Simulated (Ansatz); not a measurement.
A first, cheap relaxation of `C#CCCCl`.

```yaml
crystal:
  periodic: [false, false, false]
  atoms:
    - {symbol: C, position_ang: [-0.841400, -0.162800, 2.192400]}
    - {symbol: C, position_ang: [-0.198600, -0.137200, 1.200600]}
    - {symbol: C, position_ang: [0.628800, -0.154400, -0.009100]}
    - {symbol: C, position_ang: [-0.061200, 0.207500, -1.247200]}
    - {symbol: Cl, position_ang: [0.912500, 0.160400, -2.702300]}
    - {symbol: H, position_ang: [-1.503800, -0.088500, 3.050900]}
    - {symbol: H, position_ang: [1.513600, 0.556100, 0.140800]}
    - {symbol: H, position_ang: [1.146700, -1.134500, -0.109900]}
    - {symbol: H, position_ang: [-0.946100, -0.498400, -1.368100]}
    - {symbol: H, position_ang: [-0.567300, 1.200400, -1.145300]}
basis:
  gaussian: {orbitals: def2-SVP}
hamiltonian: {xc: pbe, dispersion: d4}
relax: {f_tol: 0.03, max_steps: 200}
```

```sh
$ ansatz run in.yaml --threads 4 --pin off --events-out ev --progress --plain --max-ram 10444MiB
```

Output, abridged:

```
Functional definition: PBE
mean field -16732.06419371 eV, -614.8920177182 hartree, gradient 6.9e-5 eV, S^2 0.000000; 0 other end points of the search recorded, 0 dependent functions left out
relax step   1: F+E_penalty+E_count = -16732.25829679 eV  Δ(F+E_penalty+E_count) = +0.000e0 eV  max|allowed force component| = 4.025e0 eV/Å  Δτ_max = 0.0000 Å  (28 SCF iters, accepted)
mean field -16732.30580533 eV, -614.9008967817 hartree, gradient 7.9e-6 eV, S^2 0.000000; 0 other end points of the search recorded, 0 dependent functions left out
relax step   2: F+E_penalty+E_count = -16732.49927144 eV  Δ(F+E_penalty+E_count) = -2.410e-1 eV  max|allowed force component| = 1.284e0 eV/Å  Δτ_max = 0.0438 Å  (32 SCF iters, accepted)
mean field -16732.34044920 eV, -614.9021699205 hartree, gradient 8.6e-6 eV, S^2 0.000000; 0 other end points of the search recorded, 0 dependent functions left out
relax step   3: F+E_penalty+E_count = -16732.53336750 eV  Δ(F+E_penalty+E_count) = -3.410e-2 eV  max|allowed force component| = 3.254e-1 eV/Å  Δτ_max = 0.0165 Å  (31 SCF iters, accepted)
mean field -16732.34519382 eV, -614.9023442819 hartree, gradient 8.7e-6 eV, S^2 0.000000; 0 other end points of the search recorded, 0 dependent functions left out
relax step   4: F+E_penalty+E_count = -16732.53822030 eV  Δ(F+E_penalty+E_count) = -4.853e-3 eV  max|allowed force component| = 1.470e-1 eV/Å  Δτ_max = 0.0244 Å  (32 SCF iters, accepted)
mean field -16732.34008800 eV, -614.9021566465 hartree, gradient 9.4e-6 eV, S^2 0.000000; 0 other end points of the search recorded, 0 dependent functions left out
relax step   5: F+E_penalty+E_count = -16732.53240886 eV  Δ(F+E_penalty+E_count) = +5.811e-3 eV  max|allowed force component| = 6.050e-1 eV/Å  Δτ_max = 0.0311 Å  (31 SCF iters, rejected (line search))
mean field -16732.35027022 eV, -614.9025308364 hartree, gradient 9.1e-6 eV, S^2 0.000000; 0 other end points of the search recorded, 0 dependent functions left out
relax step   6: F+E_penalty+E_count = -16732.54319624 eV  Δ(F+E_penalty+E_count) = -4.976e-3 eV  max|allowed force component| = 8.130e-2 eV/Å  Δτ_max = 0.0142 Å  (32 SCF iters, accepted)
mean field -16732.35071474 eV, -614.9025471722 hartree, gradient 9.1e-6 eV, S^2 0.000000; 0 other end points of the search recorded, 0 dependent functions left out
relax step   7: F+E_penalty+E_count = -16732.54375291 eV  Δ(F+E_penalty+E_count) = -5.567e-4 eV  max|allowed force component| = 2.270e-2 eV/Å  Δτ_max = 0.0112 Å  (32 SCF iters, accepted)
mean field -16732.35071474 eV, -614.9025471722 hartree, gradient 1.4e-5 eV, S^2 0.000000; 1 other end points of the search recorded, 0 dependent functions left out
Total energy: -16732.54378485 eV, -614.9096423679 hartree
Atom 0 at    -0.882757    -0.121337     2.194551 Å, force     0.016071    -0.000785    -0.022702 eV/Å
Atom 1 at    -0.151072    -0.143619     1.215034 Å, force    -0.013541     0.000649     0.020605 eV/Å
Atom 2 at     0.682634    -0.157011     0.016276 Å, force     0.005417    -0.001757     0.000365 eV/Å
Atom 3 at    -0.125932     0.201744    -1.237018 Å, force    -0.003956     0.000633     0.001473 eV/Å
Atom 4 at     0.919870     0.179032    -2.703222 Å, force    -0.003318    -0.000040     0.006724 eV/Å
Atom 5 at    -1.518523    -0.105470     3.068640 Å, force     0.001150    -0.000103     0.000223 eV/Å
Atom 6 at     1.525232     0.559954     0.123863 Å, force    -0.001823     0.001705     0.001448 eV/Å
Atom 7 at     1.143735    -1.158902    -0.122200 Å, force    -0.002162    -0.001302     0.001269 eV/Å
Atom 8 at    -0.947785    -0.520969    -1.400654 Å, force    -0.000547    -0.007018    -0.005692 eV/Å
Atom 9 at    -0.562201     1.215177    -1.152470 Å, force     0.002707     0.008017    -0.003714 eV/Å
Dipole moment:    -0.137937     0.001239     0.205688 e Å
```

Hardware: 4 threads of an Arm Neoverse V1 on a shared host. Wall time 8 s, peak host memory 0.14 GiB.
